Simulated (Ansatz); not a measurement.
# Elastic constant C33 of some elemental solids other than molecular ones

Method: PBE (Ansatz, a first-principles code, PAW). References are measured values corrected to a static lattice or taken at low temperature (these still hold zero-point motion).

Values in GPa.

```json
[
 {"solid": "hcp Be", "reference": "342", "PBE": "382", "error (%)": "+11.7"},
 {"solid": "hcp Os", "reference": "843†", "PBE": "821", "error (%)": "-2.6"},
 {"solid": "hcp Zr", "reference": "172", "PBE": "162", "error (%)": "-5.8"},
 {"solid": "hcp Mg", "reference": "66.5", "PBE": "68.8", "error (%)": "+3.5"},
 {"solid": "hcp Ti", "reference": "191", "PBE": "189", "error (%)": "-1.0"},
 {"solid": "hcp Zn", "reference": "68.5", "PBE": "65.4", "error (%)": "-4.5"},
 {"solid": "hcp Y", "reference": "80.1", "PBE": "80.7", "error (%)": "+0.7"}
]
```

Over these 7 solids the mean error is +0.3 %, the mean absolute error 4.3 % (median 3.5 %), and the worst case hcp Be at +11.7 %; the value is below the reference in 4 of 7 cases.

All these references are low-temperature values that still hold zero-point motion.

Spin–orbit coupling is left out, also for the solids with elements from indium on (hcp Os); its size isn't shown.

† marks references with one source in our tables, § those from which another value on file, of any temperature, differs by over 15 %.

Differences are worked out from the printed values.

Each level is taken at its own relaxed cell. Ansatz's density-functional and Hartree–Fock values are scalar-relativistic unless marked +SOC, with PAW data made under PBE.

Ansatz's runs of these crystals have no spin polarisation.

Not in this set, of the elemental solids other than molecular ones with a reference value in our tables and a result at some level: 8 for a reference at room or unstated temperature (hcp Cd, hcp Co, body-centred tetragonal In, hcp Re, hcp Ru and 3 more). These can be a level's worst cases. Values held back for tests aren't counted. Layered and molecular crystals are counted apart. The metals Ce to Yb are counted apart.

References as tabulated in Elastic Constants of Single Crystal Beryllium, J. Appl. Phys., doi …; Liu et al. (2023), arXiv:2002.00005; Clouet (2012), arXiv:1210.1082; Ibrahim et al. (2023), arXiv:2305.03577 and others.
